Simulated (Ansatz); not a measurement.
Compare A (`CCOC#N`) with its isomer B (`C=C1NCO1`).

Isolated molecules relaxed with PBE0-D4/def2-TZVP in Ansatz; ΔE leaves out vibrations. CCSD(T)/CBS adds triple-zeta CCSD(T) − MP2 to the extrapolated MP2 energy (def2 sets, frozen cores). DFT in def2-TZVPP. B3LYP here is the variant with VWN-RPA as its local correlation; programs differ in this. Each species was taken in one conformer, which may not be the lowest.

Q: Which is lower in electronic energy at CCSD(T)/CBS, and by how much? (Best estimate.)

A: The calculation gave: A, by 71.0 kJ/mol.

Q: Give E(B) − E(A) in kJ/mol with B2PLYP, BLYP-D4, B3LYP, CCSD/def2-TZVPP, r2SCAN-D4, HF/def2-TZVPP, MP2/def2-TZVPP. (An estimate is asked.)

A: Computed: B2PLYP 79.3, BLYP-D4 75.5, B3LYP 71.0, CCSD/def2-TZVPP 76.8, r2SCAN-D4 57.6, HF/def2-TZVPP 88.0, MP2/def2-TZVPP 82.4. None reverses the order clearly.

Q: Does the order hold for the free energy at 298.15 K (harmonic terms from PBE0-D4)? (Estimate.)

A: Ansatz gave: Yes: G(B) − G(A) = +78.4 kJ/mol, for one conformer each.

Largest T1 diagnostic: 0.013.

Leaving LDA and LC-ωPBE aside and taking each functional with its dispersion term where it has one, the values, not all of them listed here, spread over 35.0 kJ/mol, from HSE06-D4 to B2PLYP. LDA lies −33.2 kJ/mol from PBE without D4. In def2-TZVPP, CCSD(T) changes the Hartree–Fock value by −11.1 kJ/mol (the triples alone add +0.1 kJ/mol) and MP2 by −5.6 kJ/mol.
